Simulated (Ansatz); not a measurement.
Consider the formal loss of a carbene: `C/C=C\C` → propene + `[CH2]` (triplet).

Gas-phase electronic energies from Ansatz, PBE0-D4/def2-TZVP geometries. CBS: MP2 limit from def2 TZ/QZ plus the TZ coupled-cluster correction, frozen cores. This one scheme is used for every species. Functionals use def2-TZVPP. B3LYP here is the variant with VWN-RPA as its local correlation; programs differ in this. Triplets are unrestricted, without spin–orbit coupling.

CCSD(T)/CBS gives +440.2 kJ/mol.

Another level gave +424.1 kJ/mol. Which?
A. r2SCANh/def2-TZVPP
B. ωB97X-V/def2-TZVPP
C. MP2/def2-TZVPP
D. B3LYP/def2-TZVPP

D. B3LYP 424.1, r2SCANh 416.0, MP2/def2-TZVPP 443.0, ωB97X-V 451.2 kJ/mol.

Largest T1 diagnostic among the species: 0.011.

Leaving LDA and LC-ωPBE aside and taking each functional with its dispersion term where it has one, the values, not all of them listed here, spread over 35.5 kJ/mol, from r2SCAN0-D4 to ωB97X-V. LDA lies +76.5 kJ/mol from PBE without D4. From r2SCAN to r2SCAN0 (25 % exact exchange), in def2-TZVPP and without D4, ΔE moves by −3.9 kJ/mol. In def2-TZVPP, CCSD(T) changes the Hartree–Fock value by +137.9 kJ/mol (the triples alone add +11.4 kJ/mol) and MP2 by +152.1 kJ/mol.
